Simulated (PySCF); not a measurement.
Species: BH6P.
Atom-mapped SMILES: `[BH3-:1][PH3+:2]` (hydrogens: H3, H4, H5 on B1; H6, H7, H8 on P2)

Method: PySCF 2.14.0, PBE0-D3(BJ)/def2-SVP geometry optimisation, gas phase.

Problem. Give the optimised bond lengths and angles.

Solution. 
```
               bond  length (bohr)
              B1–P2          3.630
B1–H3, B1–H4, B1–H5          2.306
P2–H6, P2–H7, P2–H8          2.677
```

Bonds in one row agree within 0.02 bohr and their mean is given. A selection of angles:
```
   angle  degrees
P2–B1–H3    103.7
H3–B1–H4    114.5
B1–P2–H6    118.2
H6–P2–H7     99.6
```

P2 (phosphorus bonded to B and 3 H) is distorted tetrahedral (angles from 99.6° to 118.2°). B1 (four-coordinate boron) is distorted tetrahedral (angles from 103.7° to 114.5°).

Point group: C3v (tolerance 0.08 Å). Whether it is a minimum is left open (no frequencies).

Hardware: one thread of an Arm Neoverse V1, no GPU (shared host). Cost: 4.1 s. These figures are those of the optimisation.
